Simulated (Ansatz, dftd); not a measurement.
Reaction: CH3Cl (SMILES CCl) → CH3Cl+ (parent SMILES ClC, doublet) + e-
Each species at its own B3LYP-D3(BJ)/def2-TZVP minimum (Ansatz, an electronic-structure program).

Quantity: adiabatic ionisation energy (electronic), in eV. Open shells are spin-unrestricted; no spin-orbit coupling. CBS(X,Y): correlation extrapolated as X^-3, Hartree-Fock from the larger set. A bracket is a step between two methods taken in the basis named. Functionals run without relativity, which enters their misses. '+ core + X2C': CCSD(T) terms for core correlation (cc-pwCVTZ, 1s frozen past Ne) and scalar relativity (cc-pVTZ-DK).

Compared with CCSD(T)/CBS(cc-pV(T+d)Z,cc-pV(Q+d)Z) + [CCSDT(Q) - CCSD(T)]/cc-pV(T+d)Z + core + X2C (Ansatz).

Q: Rank these levels by how close they come to it, closest first: r2SCAN-D3(BJ)/def2-TZVPD (Ansatz + dftd3); PBE-D3(BJ)/def2-TZVPD (Ansatz + dftd3); PBE0-D4/def2-TZVPD (Ansatz + dftd4); r2SCANh-D4/def2-TZVPD (Ansatz + dftd4).

A: PBE0-D4/def2-TZVPD (11.15 eV, difference -0.27), r2SCANh-D4/def2-TZVPD (11.13 eV, difference -0.29), r2SCAN-D3(BJ)/def2-TZVPD (11.09 eV, difference -0.33), PBE-D3(BJ)/def2-TZVPD (11.00 eV, difference -0.42)
